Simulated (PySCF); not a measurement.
**UM06-L/6-31G(d,p) (Cartesian functions) run of NS (Mononitrogen monosulfide)**

What is the vertical doublet–quartet gap of NS (Mononitrogen monosulfide) at UM06-L/6-31G** (Cartesian functions)? Input form: a Python script.

Program for the calculation: PySCF 2.14.0.

4 further runs of the same task are left out: 2 that didn't finish, 2 set aside as unsound or not needed.

**1. The system as given**

NS has 2 atoms, charge 0, and is taken as a doublet. As SMILES, `[N]=S`. The coordinates come from a GFN2-xTB relaxation.

Bond lengths: N1–S2 1.463 Å.

**2. A stability test at UM06-L/6-31G(d,p) (Cartesian functions)**

The input, calc.py:

```python
# Mononitrogen monosulfide
from pyscf import gto, dft

molecule = gto.M(
    atom='''
N        0.000000       0.000000       0.000000
S        0.000000       0.000000       1.463180
''',
    charge=0,
    spin=1,
    max_memory=1860,
    verbose=3,
    basis='6-31g**',
    cart=True,
)

calc0 = dft.UKS(molecule)
calc0.xc = 'm06-l'
calc0 = calc0.newton()
calc0.kernel()

energy = calc0.e_tot
print('Final energy', energy)
mo_i, mo_e, stable_i, stable_e = calc0.stability(internal=True, external=True, return_status=True)
print('stable: internal', stable_i, 'external', stable_e)
```

Started as:

```console
OMP_NUM_THREADS=1 python calc.py
```

Log:

```text
WARN: HOMO -0.161783816605295 >= LUMO -0.161783816605294

converged SCF energy = -452.830073734402  <S^2> = 0.75294716  2S+1 = 2.002945
Final energy -452.8300737344016
<class 'pyscf.soscf.newton_ah.SecondOrderUKS'> wavefunction is stable in the internal stability analysis

WARN: Not enough eigenvectors (len(x0)=1, nroots=3)

<class 'pyscf.soscf.newton_ah.SecondOrderUKS'> wavefunction is stable in the real -> complex stability analysis
<class 'pyscf.soscf.newton_ah.SecondOrderUKS'> wavefunction has an UHF/UKS -> GHF/GKS instability
stable: internal True external False
```

It took 8.7 s on 1 thread of Intel Xeon 6975P-C (Granite Rapids), shared host; peak memory 0.25 GiB.

**3. The quartet, same level**

The input, job.py:

```python
from pyscf import gto, dft

system = gto.M(
    atom='''
N      0.000000     0.000000     0.000000
S      0.000000     0.000000     1.463180
''',
    max_memory=1860,
    spin=3,
    verbose=3,
    basis='6-31g**',
    charge=0,
    cart=True,
)

ks = dft.UKS(system, xc='m06-l')
ks.kernel()
if not ks.converged:
    ks = ks.newton().run(ks.mo_coeff, ks.mo_occ)

e_final = ks.e_tot
print('E = %.10f Eh' % e_final)
mo_i, mo_e, stable_i, stable_e = ks.stability(internal=True, external=True, return_status=True)
print('stable: internal', stable_i, 'external', stable_e)
```

Started as:

```console
OMP_NUM_THREADS=1 python job.py
```

Log:

```text
WARN: HOMO -0.161783816605292 >= LUMO -0.379406887019786

WARN: HOMO -0.181308122471047 >= LUMO -0.270469218706658

WARN: HOMO -0.193046708216434 >= LUMO -0.290557455560887

WARN: HOMO -0.189544224258514 >= LUMO -0.271814287938743

WARN: HOMO -0.191300092120525 >= LUMO -0.269278473115132

WARN: HOMO -0.191682812058395 >= LUMO -0.267733103390167

WARN: HOMO -0.191293043512273 >= LUMO -0.266745907774907

WARN: HOMO -0.191402752771749 >= LUMO -0.266615099283506

WARN: HOMO -0.191385033386718 >= LUMO -0.266534372652276

WARN: HOMO -0.19138242773964 >= LUMO -0.266532515494303

WARN: HOMO -0.19138279326687 >= LUMO -0.266532603733902

converged SCF energy = -452.698606172022  <S^2> = 3.7611195  2S+1 = 4.0055559
E = -452.6986061720 Eh
<class 'pyscf.dft.uks.UKS'> wavefunction is stable in the internal stability analysis

WARN: QR decomposition removed 1 vectors.

<class 'pyscf.dft.uks.UKS'> wavefunction is stable in the real -> complex stability analysis
<class 'pyscf.dft.uks.UKS'> wavefunction has an UHF/UKS -> GHF/GKS instability
stable: internal True external False
```

It took 8.4 s on 1 thread of Intel Xeon 6975P-C (Granite Rapids), shared host; peak memory 0.26 GiB.

**4. Summary of results**

Level: UM06-L/6-31G** (Cartesian functions).

| quantity | value |
| --- | --- |
| doublet: total energy | -452.83007 Eh |
| doublet: dipole moment | 1.81 D |
| doublet: HOMO energy (highest over α and β) | -4.59 eV |
| doublet: LUMO energy (lowest over α and β) | -4.27 eV |
| doublet: ⟨S²⟩ | 0.753 |
| quartet: total energy | -452.69861 Eh |
| quartet: dipole moment | 0.26 D |
| quartet: HOMO energy (highest over α and β) | -5.21 eV |
| quartet: ⟨S²⟩ | 3.761 |
| vertical energy of the quartet above the doublet | 3.577 eV |

**Reading.** At this shape the quartet lies 3.58 eV (345 kJ/mol) above the doublet.
